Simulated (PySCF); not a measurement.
```xyz
4
charge 0 multiplicity 1, angstrom
N     0.0775    0.3296   -0.3761
O     1.0203   -0.3105   -0.1501
O    -0.9817   -0.0146    0.4679
H    -1.6890    0.5792    0.1811
```

These are results of PBE0/[N def2-TZVP, O def2-TZVP, H def2-TZVP], no relativity, density fitting, PySCF, not measurements.

This geometry of NO(OH) is a stationary point at this level.

Problem. What is the point group?

Solution. Cs.

Problem. Is it a minimum?

Solution. Yes: all harmonic wavenumbers are real.

Problem. List the harmonic modes with their infrared intensities.

Solution. 
```
symmetry  ω (cm⁻¹)  IR (km/mol)
     a''       606          107
      a'       673         95.0
      a'       886          183
      a'      1325          194
      a'      1821          162
      a'      3801         83.8
```

Problem. Give the ideal-gas entropy at 298.15 K and 1 bar by parts.

Solution. translation 156.9, rotation 86.4, vibration 4.0, spin 0.0; total 247.3 J/(mol K).

Only a few start shapes were tried, so a lower isomer may exist.
